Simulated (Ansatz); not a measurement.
# P2 (singlet): from Hartree-Fock to the top rungs, cc-pV(T+d)Z

Aim: climb from Hartree-Fock through coupled cluster for P2 (singlet) at one geometry and basis, and see what each rung misses.

The runs use Ansatz 0.2.0, Gaussian basis; cc-pV(T+d)Z, core rule «outside noble gas», up to 10 orbitals frozen.

The runs, in order: UHF; CCSD(T) on RHF; CCSD(T) on UHF; CCSDT(Q) on RHF; CCSDTQ on RHF.

### 1 The system

The geometry is an MP2(full)/6-31G* stationary point (not a proven minimum).

2 atoms, charge 0, spin multiplicity 1.

Atoms are counted from 1 here; the program's logs count them from 0.

Bond lengths: P1–P2 1.932 Å.

Coordinates:

```
P     0.0000    0.0000    0.0000
P     0.0000    0.0000    1.9323
```

In the tables R marks a restricted determinant and U an unrestricted one; energies count from the table's Hartree-Fock row.

### 2 UHF

The input, in.yaml:

```yaml
crystal:
  periodic: [false, false, false]
  atoms:
    - {symbol: P, position_ang: [0.000000, 0.000000, 0.000000]}
    - {symbol: P, position_ang: [0.000000, 0.000000, 1.932288]}
basis:
  gaussian: {orbitals: "cc-pV(T+d)Z.json"}
magnetization: {spin_polarized: true, initial_magnetization: 0}
hamiltonian: {xc: hf}
output: {orbitals: {seedname: orbitals}}
```

Command:

```sh
$ ansatz run in.yaml --threads 1 --pin off --events-out ev --progress --plain --max-ram 4160MiB --backend cpu
```

Output:

```text
Functional definition: HF
  name "HF"
  cite "Fock, Z. Phys. 61, 126 (1930) doi:10.1007/BF01340294"
  parent pbe
  exchange = exact_x
  correlation = 0
758 factors; their error is unknown
mean field evaluation 1: about -18543.9635 eV, gradient 5.3e0 eV
mean field evaluation 2: about -18544.1679 eV, gradient 1.5e0 eV
mean field evaluation 4: about -18544.1942 eV, gradient 8.2e-2 eV
mean field evaluation 8: about -18544.0361 eV, gradient 5.3e0 eV
mean field evaluation 16: about -18544.5963 eV, gradient 1.2e-2 eV
mean field evaluation 32: about -18543.9635 eV, gradient 5.3e0 eV
mean field -18544.59631334 eV, -681.5013445365 hartree, gradient 2.2e-5 eV, S^2 0.852693; 4 other end points of the search recorded, 0 dependent functions left out
reference -18544.59631334 eV, -681.5013445365 hartree; 15, 15 occupied and 63, 63 virtual orbitals, 758 factors
Total energy: -18544.59631334 eV, -681.5013445365 hartree
```

It took 1.5 s on 1 thread of AMD EPYC 7R13, shared host.

From the report: ⟨S²⟩ of the determinant 0.853 (pure singlet: 0.00). The determinant is far from a pure spin state, so its energy mixes those of several spin states (harmless only where they are near-degenerate, as at dissociation).

The unrestricted solution breaks the spin symmetry, so the restricted determinant is unstable here.

### 3 CCSD(T) on RHF

The input, in.yaml:

```yaml
crystal:
  periodic: [false, false, false]
  atoms:
    - {symbol: P, position_ang: [0.000000, 0.000000, 0.000000]}
    - {symbol: P, position_ang: [0.000000, 0.000000, 1.932288]}
basis:
  gaussian: {orbitals: "cc-pV(T+d)Z.json"}
magnetization: {spin_polarized: false}
correlation: {method: ccsd_t, electrons: outside_noble_gas}
```

Launched as before.

Output (excerpt; [...] marks lines left out):

```text
Functional definition: HF
  name "HF"
  cite "Fock, Z. Phys. 61, 126 (1930) doi:10.1007/BF01340294"
  parent pbe
[...]
479 factors; integrals over basis functions are off by at most 1.1e-3 eV
[...]
mean field -18544.26688299 eV, -681.4892381944 hartree, gradient 3.1e-6 eV, S^2 0.000000; 0 other end points of the search recorded, 0 dependent functions left out; unrestricted orbitals would lower it
10 core orbitals not correlated: weight in the atoms' cores, before any rotation towards them, 1.000 or more for the frozen orbitals, at most 0.000 for the correlated occupied ones
reference -18544.26688299 eV, -681.4892381944 hartree; 5, 5 occupied and 63, 63 virtual orbitals, 479 factors
second order -7.70135649 eV of doubles, -0.00000000 eV of singles
cycle   1  -7.71411674 eV  change   -1.3e-2 eV  update   1.0e-1
[...]
cycle   9  -8.12940364 eV  change    1.2e-5 eV  update   8.4e-6
perturbative correction -0.61526701 eV, -0.0226106455 hartree
Total energy: -18553.01155364 eV, -681.8105989133 hartree
```

Run time: 1 s. Hardware: 1 thread of AMD EPYC 7R13, shared host.

From the report: correlation -8.7447 eV; T1 0.018; largest double amplitude 0.12.

### 4 CCSD(T) on UHF

in.yaml, as its differences from that of step 3:

```diff
@@ -7,3 +7,3 @@
   gaussian: {orbitals: "cc-pV(T+d)Z.json"}
-magnetization: {spin_polarized: false}
+magnetization: {spin_polarized: true, initial_magnetization: 0}
 correlation: {method: ccsd_t, electrons: outside_noble_gas}
```

Launched as before.

Output (excerpt; [...] marks lines left out):

```text
Functional definition: HF
  name "HF"
  cite "Fock, Z. Phys. 61, 126 (1930) doi:10.1007/BF01340294"
  parent pbe
[...]
479 factors; integrals over basis functions are off by at most 1.1e-3 eV
[...]
mean field -18544.59685079 eV, -681.5013642873 hartree, gradient 1.8e-6 eV, S^2 0.852694; 6 other end points of the search recorded, 0 dependent functions left out
determinant -18544.59685079 eV, -681.5013642873 hartree, with singles and doubles -18552.32238130 eV, -681.7852722970 hartree
determinant -18541.89173509 eV, -681.4019531190 hartree, with singles and doubles -18549.04558824 eV, -681.6648523730 hartree
determinant -18544.31190721 eV, -681.4908928037 hartree, with singles and doubles -18552.43787626 eV, -681.7895166586 hartree
determinant -18544.26688299 eV, -681.4892381944 hartree, with singles and doubles -18552.46174254 eV, -681.7903937280 hartree
10 core orbitals not correlated: weight in the atoms' cores, before any rotation towards them, 1.000 or more for the frozen orbitals, at most 0.000 for the correlated occupied ones
reference -18544.59685079 eV, -681.5013642873 hartree; 5, 5 occupied and 63, 63 virtual orbitals, 479 factors
second order -6.33186889 eV of doubles, -0.00000000 eV of singles
cycle   1  -7.67544914 eV  change   -3.6e-1 eV  update   2.9e-2
[...]
cycle  11  -7.74548941 eV  change    7.1e-6 eV  update   5.4e-6
perturbative correction -0.58663091 eV, -0.0215582882 hartree
Total energy: -18552.92897111 eV, -681.8075640614 hartree
```

It took 7.5 s on 1 thread of AMD EPYC 7R13, shared host; peak memory 0.27 GiB.

From the report: ⟨S²⟩ of the determinant 0.853 (pure singlet: 0.00); correlation -8.3321 eV; T1 0.105; largest double amplitude 0.14. The determinant is far from a pure spin state, so its energy mixes those of several spin states (harmless only where they are near-degenerate, as at dissociation).

### 5 CCSDT(Q) on RHF

The input, in.yaml:

```yaml
crystal:
  periodic: [false, false, false]
  atoms:
    - {symbol: P, position_ang: [0.000000, 0.000000, 0.000000]}
    - {symbol: P, position_ang: [0.000000, 0.000000, 1.932288]}
basis:
  gaussian: {orbitals: "cc-pV(T+d)Z.json"}
magnetization: {spin_polarized: false}
correlation: {method: ccsdt_q, electrons: outside_noble_gas}
```

Command:

```sh
$ ansatz run in.yaml --threads 2 --pin off --events-out ev --progress --plain --max-ram 49920MiB --backend cuda --devices 0, --max-vram 37GiB
```

Output (excerpt; [...] marks lines left out):

```text
Functional definition: HF
  name "HF"
  cite "Fock, Z. Phys. 61, 126 (1930) doi:10.1007/BF01340294"
  parent pbe
[...]
869 factors; integrals over basis functions are off by at most 1.9e-7 eV
[...]
mean field -18544.26689051 eV, -681.4892384708 hartree, gradient 2.4e-6 eV, S^2 0.000000; 0 other end points of the search recorded, 0 dependent functions left out; unrestricted orbitals would lower it
10 core orbitals not correlated: weight in the atoms' cores, before any rotation towards them, 1.000 or more for the frozen orbitals, at most 0.000 for the correlated occupied ones
reference -18544.26689051 eV, -681.4892384708 hartree; 5, 5 occupied and 63, 63 virtual orbitals, 869 factors
second order -7.70137288 eV of doubles, -0.00000000 eV of singles
cycle   1  -7.71410669 eV  change   -1.3e-2 eV  update   1.3e-1
[...]
cycle  15  -8.75442929 eV  change    2.7e-7 eV  update   4.5e-7
perturbative correction -0.07456170 eV, -0.0027400921 hartree
Total energy: -18553.09588151 eV, -681.8136979054 hartree
```

Run time: 4.1 s. Hardware: 1 × H100 (card shared with other runs) with 2 threads of AMD EPYC 7R13, shared host; peak host memory 0.8 GiB.

From the report: correlation -8.8290 eV; T1 0.019; largest double amplitude 0.14.

### 6 CCSDTQ on RHF

in.yaml, as its differences from that of step 5:

```diff
@@ -8,2 +8,2 @@
 magnetization: {spin_polarized: false}
-correlation: {method: ccsdt_q, electrons: outside_noble_gas}
+correlation: {method: ccsdtq, electrons: outside_noble_gas}
```

The command is unchanged.

Output (excerpt; [...] marks lines left out):

```text
Functional definition: HF
  name "HF"
  cite "Fock, Z. Phys. 61, 126 (1930) doi:10.1007/BF01340294"
  parent pbe
[...]
869 factors; integrals over basis functions are off by at most 1.9e-7 eV
[...]
mean field -18544.26689051 eV, -681.4892384708 hartree, gradient 2.4e-6 eV, S^2 0.000000; 0 other end points of the search recorded, 0 dependent functions left out; unrestricted orbitals would lower it
10 core orbitals not correlated: weight in the atoms' cores, before any rotation towards them, 1.000 or more for the frozen orbitals, at most 0.000 for the correlated occupied ones
reference -18544.26689051 eV, -681.4892384708 hartree; 5, 5 occupied and 63, 63 virtual orbitals, 869 factors
second order -7.70137288 eV of doubles, -0.00000000 eV of singles
cycle   1  -7.71410606 eV  change   -1.3e-2 eV  update   1.3e-1
[...]
cycle  16  -8.82279476 eV  change   -1.0e-6 eV  update   1.0e-6
Total energy: -18553.08968527 eV, -681.8134701979 hartree
```

Run time: 60 s. Hardware: 1 × H100 (card shared with other runs) with 2 threads of AMD EPYC 7R13, shared host; peak host memory 0.83 GiB.

From the report: correlation -8.8228 eV; T1 0.019; largest double amplitude 0.15.

### 7 All levels against the top one

The yardstick is RCCSDTQ, where the cluster series has nearly closed. Rows without a time come out of other runs: HF, MP2 and CCSD of CCSD(T), CCSDT of CCSDT(Q).

Differences are taken before rounding.

| method | energy from the lowest RHF (kJ/mol) | from RCCSDTQ (kJ/mol) | time |
| --- | --- | --- | --- |
| RHF | 0.0 | +851.3 |  |
| UHF | -31.8 | +819.4 |  |
| RMP2 | -743.1 | +108.2 |  |
| UMP2 | -642.8 | +208.5 |  |
| RCCSD | -784.4 | +66.9 |  |
| UCCSD | -779.2 | +72.1 |  |
| RCCSD(T) | -843.7 | +7.5 | 1 s |
| UCCSD(T) | -835.8 | +15.5 | 7.5 s |
| RCCSDT | -844.7 | +6.6 |  |
| RCCSDT(Q) | -851.9 | -0.6 | 4.1 s (GPU) |
| RCCSDTQ | -851.3 | 0 | 60 s (GPU) |

Some runs used a GPU and others CPU threads alone; cost is compared among the CPU runs only.

### 8 What came out

| quantity | value |
| --- | --- |
| RCCSDTQ below the RHF energy | -8.8228 eV |
| RMP2 from RCCSDTQ | +108.2 kJ/mol |
| UMP2 from RCCSDTQ | +208.5 kJ/mol |
| RCCSD from RCCSDTQ | +66.9 kJ/mol |
| RCCSD(T) from RCCSDTQ | +7.5 kJ/mol |
| UCCSD(T) from RCCSDTQ | +15.5 kJ/mol |
| RCCSDT(Q) from RCCSDTQ | -0.6 kJ/mol |
| levels within 1 kcal/mol (43 meV) | RCCSDT(Q) |
| T1 diagnostic | 0.018 |

**Reading.** RCCSD(T) misses by +7.5 kJ/mol, 0.9 % of the correlation energy. CCSD(T) misses by +7.5 kJ/mol on the restricted determinant and by +15.5 kJ/mol on the unrestricted one; the two need not hold the same state or core. These misses are within one basis, not against nature.
